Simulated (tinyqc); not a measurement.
Worked calculation: extended Hueckel theory, for LiF. One step of it, computed by the program tinyqc.

Problem. Mulliken analysis. P = C n C^T; charge = valence electrons (Li 1, F 7) minus the sum of (P S)_ii on the atom; overlap population = 2 sum P_ij S_ij between two atoms.

coefficients:
```
,MO1,MO2,MO3,MO4,MO5,MO6,MO7,MO8
1Li 2s,0.070794,0.000000,0.000000,-0.029650,0.859074,0.000000,0.000000,0.584414
1Li 2px,0.000000,0.045301,-0.011197,0.000000,0.000000,0.937998,0.361431,0.000000
1Li 2py,0.000000,0.011197,0.045301,0.000000,0.000000,-0.361431,0.937998,0.000000
1Li 2pz,0.075262,0.000000,0.000000,-0.020746,-0.511695,0.000000,0.000000,0.964953
2F 2s,0.949411,0.000000,0.000000,0.021887,-0.038240,0.000000,0.000000,-0.603421
2F 2px,0.000000,0.964678,-0.238441,0.000000,0.000000,-0.148112,-0.057071,0.000000
2F 2py,0.000000,0.238441,0.964678,0.000000,0.000000,0.057071,-0.148112,0.000000
2F 2pz,0.008213,0.000000,0.000000,0.995450,0.029803,0.000000,0.000000,0.158690
```

occupations: 2.000000  2.000000  2.000000  2.000000  0.000000  0.000000  0.000000  0.000000

overlap S:
```
,1Li 2s,1Li 2px,1Li 2py,1Li 2pz,2F 2s,2F 2px,2F 2py,2F 2pz
1Li 2s,1.000000,0.000000,0.000000,0.000000,0.247840,0.000000,0.000000,-0.071508
1Li 2px,0.000000,1.000000,0.000000,0.000000,0.000000,0.111771,0.000000,0.000000
1Li 2py,0.000000,0.000000,1.000000,0.000000,0.000000,0.000000,0.111771,0.000000
1Li 2pz,0.000000,0.000000,0.000000,1.000000,0.383145,0.000000,0.000000,-0.090510
2F 2s,0.247840,0.000000,0.000000,0.383145,1.000000,0.000000,0.000000,0.000000
2F 2px,0.000000,0.111771,0.000000,0.000000,0.000000,1.000000,0.000000,0.000000
2F 2py,0.000000,0.000000,0.111771,0.000000,0.000000,0.000000,1.000000,0.000000
2F 2pz,-0.071508,0.000000,0.000000,-0.090510,0.000000,0.000000,0.000000,1.000000
```

Give: charges; Overlap populations.

Solution.

charges: 1Li 0.8514, 2F -0.8514

Overlap populations:
```
pair,value
2-1,0.231794
```
